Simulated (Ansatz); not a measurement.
# C2HFN2: basis-set convergence

One table from this session's results is given with a row withheld; the runs are named, their logs left out.

Program: Ansatz 0.2.0, Gaussian basis. Level of theory: one geometry, several basis sets. These are calculated values, not measurements.

Levels to be run: PBE0-D4/def2-SVP; ωB97M-V/def2-SVP; PBE0-D4/def2-QZVPP; ωB97M-V/def2-QZVPP; the functionals' def2-TZVPP values are taken from earlier runs.

## The geometry

The geometry comes from an earlier relaxation with PBE0-D4 in a triple-zeta def2 set; it is a stationary point.

SMILES `FC1N=C=N1`, 6 atoms, charge 0, spin multiplicity 1.

Atoms are counted from 1 here; the program's logs count them from 0.

Bond lengths: F1–C2 1.326 Å, C2–N3 1.440 Å, C2–N5 1.441 Å, C2–H6 1.085 Å, N3–C4 1.382 Å, C4–N5 1.382 Å. Angles: F1–C2–N3 117.2°, F1–C2–N5 117.2°, F1–C2–H6 111.3°, N3–C2–N5 70.0°, N3–C2–H6 117.8°, N5–C2–H6 117.9°, C2–N3–C4 95.2°, N3–C4–N5 73.4°, C2–N5–C4 95.2°.

Set-up of the first run:

Contents of in.yaml:

```yaml
crystal:
  periodic: [false, false, false]
  atoms:
    - {symbol: F, position_ang: [-1.573868, 0.416610, -0.549702]}
    - {symbol: C, position_ang: [-0.405542, 0.279479, 0.062609]}
    - {symbol: N, position_ang: [0.108134, -1.058204, 0.209836]}
    - {symbol: C, position_ang: [1.438371, -0.690685, 0.134577]}
    - {symbol: N, position_ang: [0.757525, 0.103212, -0.768880]}
    - {symbol: H, position_ang: [-0.324610, 0.949578, 0.911560]}
basis:
  gaussian: {orbitals: def2-SVP}
hamiltonian: {xc: pbe0, dispersion: d4}
output: {orbitals: {seedname: orbitals}}
```

Started as:

```console
$ ansatz run in.yaml --threads 2 --pin off --events-out ev --progress --plain --max-ram 4352MiB
```

Among the steps run: PBE0-D4 in def2-SVP; ωB97M-V in def2-SVP; PBE0-D4 in def2-QZVPP; ωB97M-V in def2-QZVPP.

One of the session's tables, all rows but one given; the rest of the session is left out.

It belongs to the step «Density functionals: the series». 

```
functional       basis  HOMO (eV)  LUMO (eV)
   PBE0-D4    def2-SVP          ?          ?
   PBE0-D4  def2-TZVPP      -8.45      -2.31
   PBE0-D4  def2-QZVPP      -8.48      -2.37
   ωB97M-V    def2-SVP     -10.66       0.30
   ωB97M-V  def2-TZVPP     -10.86       0.09
   ωB97M-V  def2-QZVPP     -10.89      -0.03
```

**Question.** Estimate the row for PBE0-D4, def2-SVP.

As computed: HOMO (eV): -8.30; LUMO (eV): -2.23. In the column «HOMO (eV)» it is the highest.
